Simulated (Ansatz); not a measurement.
**PNHO (doublet): the correlation ladder, def2-QZVPP**

One table from this session's results is given with a row withheld; the runs are named, their logs left out.

Computed with Ansatz 0.2.0, Gaussian basis. Level: def2-QZVPP, core rule «outside noble gas», up to 7 orbitals frozen.

The runs, in order: UHF; ROHF; CCSD(T) on UHF.

2 further runs of the same task are left out: 2 set aside as unsound or not needed.

## The geometry

The geometry is a PBE0/def2-TZVP stationary point (not a proven minimum).

4 atoms, charge 0, spin multiplicity 2.

Atoms are counted from 1 here; the program's logs count them from 0.

Bond lengths: O1–N2 1.248 Å, N2–P3 1.668 Å, N2–H4 1.032 Å. Angles: O1–N2–P3 129.4°, O1–N2–H4 115.2°, P3–N2–H4 115.4°.

Coordinates:

```csv
atom,x (Å),y (Å),z (Å)
O1,0.0000,-0.2935,1.5643
N2,0.0000,0.4026,0.5286
P3,0.0000,-0.0767,-1.0694
H4,0.0000,1.4225,0.6842
```

The first run:

Contents of in.yaml:

```yaml
crystal:
  periodic: [false, false, false]
  atoms:
    - {symbol: O, position_ang: [0.000000, -0.293537, 1.564314]}
    - {symbol: N, position_ang: [0.000000, 0.402609, 0.528647]}
    - {symbol: P, position_ang: [0.000000, -0.076731, -1.069368]}
    - {symbol: H, position_ang: [0.000000, 1.422547, 0.684225]}
basis:
  gaussian: {orbitals: "def2-QZVPP.json"}
magnetization: {spin_polarized: true, initial_magnetization: 1}
hamiltonian: {xc: hf}
output: {orbitals: {seedname: orbitals}}
```

Launch:

```
$ ansatz run in.yaml --threads 1 --pin off --events-out ev --progress --plain --max-ram 2393MiB
```

Steps of the session up to this table: UHF; ROHF; CCSD(T) on UHF.

One of the session's tables, all rows but one given; the rest of the session is left out.

| method | from UCCSD(T) (meV) |
| --- | --- |
| ROHF | +18100.8 |
| UHF | ? |
| UMP2 | +1633.7 |
| UCCSD | +845.4 |
| UCCSD(T) | 0 |

Q: Estimate the row for UHF from the others.

The run gave: from UCCSD(T) (meV): +16821.5. In the column «from UCCSD(T) (meV)» it lies between UMP2 (+1633.7) and ROHF (+18100.8).

To keep in mind: The determinant is far from a pure spin state, so its energy mixes those of several spin states (harmless only where they are near-degenerate, as at dissociation).
